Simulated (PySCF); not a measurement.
C2H6O. Atoms are numbered in the order given.

```xyz
9

C     -1.1896     0.1538     0.2659
C      0.0602    -0.4255    -0.3602
O      1.2294     0.2888    -0.0146
H     -2.0776    -0.3927    -0.0623
H     -1.3064     1.2037    -0.0104
H     -1.1476     0.0905     1.3578
H      0.1594    -1.4875    -0.0950
H     -0.0027    -0.3719    -1.4496
H      1.3156     0.2782     0.9420
```
Charge 0, spin multiplicity 1.

Geometry: PBE0-D3(BJ)/def2-TZVP. The values are those of a single conformer.

Level of theory: TDDFT-M06-2X/def2-SVPD (PySCF 2.14.0).

Vertical excitations. Isolated molecule, no solvent.

Q: Estimate the UV-visible absorptions. (An estimate is asked for; the answer gives what the named calculation found.)

A: 
```json
[
 {"state": "S1", "energy (eV)": "7.26", "λ (nm)": "171", "f": "0.007", "main pairs": "HOMO→LUMO 80 %, HOMO→LUMO+1 14 %"},
 {"state": "S2", "energy (eV)": "8.55", "λ (nm)": "145", "f": "0.018", "main pairs": "HOMO→LUMO+1 66 %, HOMO→LUMO 12 %, HOMO→LUMO+2 12 %"},
 {"state": "S3", "energy (eV)": "8.79", "λ (nm)": "141", "f": "0.015", "main pairs": "HOMO−1→LUMO 84 %"},
 {"state": "S4", "energy (eV)": "9.02", "λ (nm)": "137", "f": "0.024", "main pairs": "HOMO→LUMO+2 78 %"},
 {"state": "S5", "energy (eV)": "9.31", "λ (nm)": "133", "f": "0.062", "main pairs": "HOMO→LUMO+3 90 %"},
 {"state": "S6", "energy (eV)": "9.65", "λ (nm)": "128", "f": "0.013", "main pairs": "HOMO−1→LUMO+1 71 %, HOMO−2→LUMO 12 %"},
 {"state": "S7", "energy (eV)": "10.04", "λ (nm)": "124", "f": "0.019", "main pairs": "HOMO→LUMO+5 32 %, HOMO→LUMO+4 27 %, HOMO−1→LUMO+2 11 %, HOMO−2→LUMO 7 %"},
 {"state": "S8", "energy (eV)": "10.09", "λ (nm)": "123", "f": "0.072", "main pairs": "HOMO−1→LUMO+2 68 %, HOMO→LUMO+4 15 %"},
 {"state": "S9", "energy (eV)": "10.14", "λ (nm)": "122", "f": "0.076", "main pairs": "HOMO→LUMO+4 39 %, HOMO→LUMO+5 19 %, HOMO−2→LUMO 12 %, HOMO−1→LUMO+2 6 %"},
 {"state": "S10", "energy (eV)": "10.16", "λ (nm)": "122", "f": "0.051", "main pairs": "HOMO−2→LUMO 59 %, HOMO→LUMO+5 18 %"},
 {"state": "T1", "energy (eV)": "7.05", "λ (nm)": "176", "f": "0", "main pairs": "HOMO→LUMO 73 %, HOMO→LUMO+1 16 %"},
 {"state": "T2", "energy (eV)": "8.45", "λ (nm)": "147", "f": "0", "main pairs": "HOMO→LUMO+1 59 %, HOMO→LUMO 16 %"},
 {"state": "T3", "energy (eV)": "8.61", "λ (nm)": "144", "f": "0", "main pairs": "HOMO−1→LUMO 73 %"},
 {"state": "T4", "energy (eV)": "8.96", "λ (nm)": "138", "f": "0", "main pairs": "HOMO→LUMO+2 76 %"}
]
```
Triplets are in the Tamm–Dancoff approximation, which puts them higher than full response would, so one can lie above its singlet here.
